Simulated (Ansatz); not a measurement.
## Loss of H2O: C5H8O → C5H6 + H2O

Species: C5H8O `CC(=O)C1CC1`, singlet; C5H6 (Cyclopropylacetylene) `C#CC1CC1`, singlet; H2O (water) `O`, singlet. 

Shapes, held fixed at every level: PBE0-D4/def2-TZVP. Flexible molecules stand in one conformer, not always the lowest. Programs: Ansatz 0.2.0. The zero-point and thermal change to 298 K, harmonic and unscaled (PBE0-D4/def2-TZVP), is -11.4 kJ/mol.

```
               level                    kind  ΔH(298 K) (kJ/mol)  less CCSD(T)/CBS estimate
         HF/def2-SVP            Hartree–Fock              +204.4                      +33.2
    SPW92/def2-TZVPP                     LDA              +232.0                      +60.8
r2SCAN-D4/def2-TZVPP                meta-GGA              +205.1                      +33.9
 BHLYP-D4/def2-TZVPP           global hybrid              +194.5                      +23.3
  wB97M-V/def2-TZVPP  range-separated hybrid              +191.1                      +19.9
        MP2/def2-SVP     perturbation theory              +210.1                      +38.9
     CCSD/def2-TZVPP   coupled cluster or CI              +177.2                       +6.0
CCSD(T)/CBS estimate   coupled cluster or CI              +171.2                        0.0
```

The highest level, CCSD(T)/CBS estimate, gives ΔH(298 K) = +171.2 kJ/mol; the levels span +171.2 to +232.0. The column of differences is taken from that level and isn't an error. No measured value is set beside it here. The CBS estimate extrapolates MP2 from def2-TZVPP and def2-QZVPP and adds CCSD(T) − MP2 in the triple-zeta set, cores frozen.
